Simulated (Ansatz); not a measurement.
# C2H3NS: how energies converge with the basis set

An exercise on one series of results from a longer session: the logs are not shown, and one member is left open.

Computed with Ansatz 0.2.0, Gaussian basis. Level: one geometry, several basis sets.

Levels to be run: PBE0-D4/def2-SVP; ωB97M-V/def2-SVP; PBE0-D4/def2-QZVPP; ωB97M-V/def2-QZVPP; the functionals' def2-TZVPP values are taken from earlier runs.

## The geometry

All runs share one geometry, relaxed beforehand with PBE0-D4 in a triple-zeta def2 set.

7 atoms, charge 0, spin multiplicity 1.

Atoms are counted from 1 here; the program's logs count them from 0.

Bond lengths: C1–S2 1.809 Å, C1–H5 1.088 Å, C1–H6 1.090 Å, C1–H7 1.088 Å, S2–C3 1.680 Å, C3–N4 1.156 Å. Angles: S2–C1–H5 110.5°, S2–C1–H6 105.3°, S2–C1–H7 110.5°, H5–C1–H6 109.7°, H5–C1–H7 111.0°, H6–C1–H7 109.7°, C1–S2–C3 99.5°, S2–C3–N4 178.4°.

Set-up of the first run:

File in.yaml:

```yaml
crystal:
  periodic: [false, false, false]
  atoms:
    - {symbol: C, position_ang: [-0.605077, 0.701595, -0.225643]}
    - {symbol: S, position_ang: [0.744941, 0.348855, 0.926058]}
    - {symbol: C, position_ang: [1.122604, -1.213608, 0.439020]}
    - {symbol: N, position_ang: [1.404951, -2.289624, 0.125892]}
    - {symbol: H, position_ang: [-0.249127, 0.662032, -1.252954]}
    - {symbol: H, position_ang: [-0.928607, 1.715091, 0.012756]}
    - {symbol: H, position_ang: [-1.428486, 0.007559, -0.070928]}
basis:
  gaussian: {orbitals: def2-SVP}
hamiltonian: {xc: pbe0, dispersion: d4}
output: {orbitals: {seedname: orbitals}}
```

Command:

```
ansatz run in.yaml --threads 2 --pin off --events-out ev --progress --plain --max-ram 4352MiB
```

Among the steps run: PBE0-D4 in def2-SVP; ωB97M-V in def2-SVP; PBE0-D4 in def2-QZVPP; ωB97M-V in def2-QZVPP.

One of the session's tables, all rows but one given; the rest of the session is left out.

It belongs to the step «Functionals by basis». 

| functional | basis | HOMO (eV) |
| --- | --- | --- |
| PBE0-D4 | def2-SVP | -7.59 |
| PBE0-D4 | def2-TZVPP | ? |
| PBE0-D4 | def2-QZVPP | -7.68 |
| ωB97M-V | def2-SVP | -9.69 |
| ωB97M-V | def2-TZVPP | -9.79 |
| ωB97M-V | def2-QZVPP | -9.82 |

Estimate the missing values for PBE0-D4, def2-TZVPP.

**Answer.** HOMO (eV): -7.65. In the column «HOMO (eV)» it lies between PBE0-D4, def2-QZVPP (-7.68) and PBE0-D4, def2-SVP (-7.59).
